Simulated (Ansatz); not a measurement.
## Worked example: correlation energy of BSi, quartet

Geometry: that of the BSi, doublet, kept fixed.

```csv
atom,x (Å),y (Å),z (Å)
Si,0.0000,0.0000,0.0000
B,0.0000,0.0000,1.9192
```

Basis cc-pVDZ; Ansatz 0.2.0. Only valence electrons are correlated (noble-gas cores frozen), which leaves 7 electrons in 26 orbitals. R marks a restricted (for open shells ROHF) determinant, U an unrestricted one.

Full CI is exact within this basis and frozen core; it isn't the basis-set limit. The frozen core follows each run's orbitals, which can shift R against U totals by a few meV.

Runs differ by some tens of microhartree through their thresholds and, for an open shell, their frozen cores, so steps under 0.1 kcal/mol mean nothing.

```csv
level,total energy (hartree)
UHF,-313.462864
UMP2,-313.571633
UCCSD,-313.602477
UCCSD(T),-313.609695
UCCSDT,-313.611690
UCCSDT(Q),-313.612268
full CI,-313.612315
```

Task: What is the correlation energy at full CI, and what share of it do UMP2 and UCCSD(T) recover?

Result: E(corr) = -313.612315 − (-313.462864) = -0.149451 hartree = -4.067 eV. UMP2: -0.108769 / -0.149451 = 72.78 %. UCCSD(T): -0.146831 / -0.149451 = 98.25 %.

Task: By how many kcal/mol does UCCSD(T) miss full CI (1 hartree = 627.509 kcal/mol), and which steps make up the rest?

Result: -313.609695 − (-313.612315) = 0.002620 hartree = 1.64 kcal/mol. Steps: UCCSDT − UCCSD(T) = -1.25, UCCSDT(Q) − UCCSDT = -0.36, full CI − UCCSDT(Q) = -0.03 kcal/mol. Differences between like states or geometries often cancel part of this.
